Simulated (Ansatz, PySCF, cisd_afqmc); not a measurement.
System: CH3O, charge 0, doublet. CH3O (SMILES C[O], doublet).
B3LYP-D3(BJ)/def2-TZVP minimum from Ansatz (a program for electronic structure):
```
C
O 1 1.3624
H 1 1.0992 2 113.34
H 1 1.0992 3 111.54 2 129.37
H 1 1.1083 3 106.28 4 115.42
```
Charge 0, spin multiplicity 2.

Atomisation energy term by term, kcal/mol (programs: Ansatz, cisd_afqmc). UHF or UKS for unpaired electrons; spin-orbit terms are left out. Cores are frozen in correlated methods. Rows without X2C or -DK are non-relativistic. AFQMC/CISD: phaseless, guided by CISD from CCSD amplitudes; bars are statistical, one sigma. Outlying blocks are dropped, and bars are widened where a walk drifts. Over all cases where full CI ran beside it in this data, AFQMC minus full CI had a median of +0.1 mEh and passed +0.4 mEh in a tenth of the cases. CBS(X,Y): correlation extrapolated as X^-3, Hartree-Fock from the larger set. A bracket is a step between two methods taken in the basis named. 'core' is core correlation in cc-pwCVTZ, 'X2C' scalar relativity in cc-pVTZ-DK, both at CCSD(T). Where a partner has so few electrons that a lower coupled-cluster level is exact, that level stands in.

| term | basis | kcal/mol |
|---|---|---|
| Hartree-Fock | aug-cc-pVQZ | 291.35 |
| CCSD correlation | CBS(aug-cc-pVTZ,aug-cc-pVQZ) | 102.56 |
| (T) | CBS(aug-cc-pVTZ,aug-cc-pVQZ) | 5.59 |
| CCSDT(Q) - CCSD(T) | aug-cc-pVDZ | 0.36 |
| core correlation | cc-pwCVTZ | 1.29 |
| scalar relativity | X2C, cc-pVTZ-DK | -0.33 |
| minus zero-point energy | Hessian by PySCF at B3LYP-D3(BJ)/def2-TZVP | -22.65 |
| sum: D0 |  | 378.2 |

The step beyond CCSD(T) by other levels: AFQMC/CISD in aug-cc-pVDZ 0.49 ± 0.26 kcal/mol.
